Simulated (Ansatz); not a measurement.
# COF₂ (singlet): the correlation ladder, cc-pVTZ

How much of the correlation energy of COF₂ (singlet) does each wave-function method recover here?

The runs use Ansatz 0.2.0, Gaussian basis; cc-pVTZ, core rule «outside noble gas», up to 4 orbitals frozen.

To be run: UHF; CCSD(T) on RHF; BCCD(T) on RHF; CISD; CCSDT(Q) on RHF; CASSCF and MRCISD+Q, 18 electrons in 13 orbitals; CASSCF and NEVPT2, 18 electrons in 13 orbitals.

17 further runs of the same task are left out: 17 set aside as unsound or not needed.

### Step 1. The geometry

The geometry is an MP2(full)/6-31G* stationary point (not a proven minimum).

4 atoms, charge 0, spin multiplicity 1.

Atoms are counted from 1 here; the program's logs count them from 0.

Bond lengths: O1–C2 1.186 Å, C2–F3 1.326 Å, C2–F4 1.326 Å. Angles: O1–C2–F3 126.2°, O1–C2–F4 126.2°, F3–C2–F4 107.5°.

### Step 2. UHF

in.yaml reads:

```yaml
crystal:
  periodic: [false, false, false]
  atoms:
    - {symbol: O, position_ang: [0.000000, 0.000000, 1.350051]}
    - {symbol: C, position_ang: [0.000000, 0.000000, 0.163694]}
    - {symbol: F, position_ang: [0.000000, 1.069490, -0.620212]}
    - {symbol: F, position_ang: [0.000000, -1.069490, -0.620212]}
basis:
  gaussian: {orbitals: cc-pVTZ}
magnetization: {spin_polarized: true, initial_magnetization: 0}
hamiltonian: {xc: hf}
output: {orbitals: {seedname: orbitals}}
```

On the command line:

```sh
ansatz run in.yaml --threads 1 --pin off --events-out ev --progress --plain --max-ram 3956MiB --backend cpu
```

After this run come: CCSD(T) on RHF; BCCD(T) on RHF; CISD; CCSDT(Q) on RHF; CASSCF and MRCISD+Q, 18 electrons in 13 orbitals; CASSCF and NEVPT2, 18 electrons in 13 orbitals.

**Question.** What will the summary of the whole plan be? Wanted: RCCSDT(Q) below the RHF energy; RMP2 from RCCSDT(Q); RCCSD from RCCSDT(Q); RCCSD(T) from RCCSDT(Q); NEVPT2 valence from RCCSDT(Q); MRCISD+Q valence from RCCSDT(Q); T1 diagnostic; effectively unpaired electrons.

**Answer**, as computed:

| quantity | value |
| --- | --- |
| RCCSDT(Q) below the RHF energy | -24.7746 eV |
| RMP2 from RCCSDT(Q) | +77.9 kJ/mol |
| RCCSD from RCCSDT(Q) | +90.4 kJ/mol |
| RCCSD(T) from RCCSDT(Q) | +4.3 kJ/mol |
| NEVPT2 valence from RCCSDT(Q) | +195.4 kJ/mol |
| MRCISD+Q valence from RCCSDT(Q) | +47.0 kJ/mol |
| levels within 1 kcal/mol (43 meV) | BCCD(T) |
| T1 diagnostic | 0.014 |
| effectively unpaired electrons | 0.04 |

**Reading.** RCCSD(T) misses by +4.3 kJ/mol, 0.2 % of the correlation energy. One determinant dominates. Of the multireference levels listed MRCISD+Q valence comes nearest in total energy (+47.0 kJ/mol), which doesn't show that its space is the better one. These misses are within one basis, not against nature.
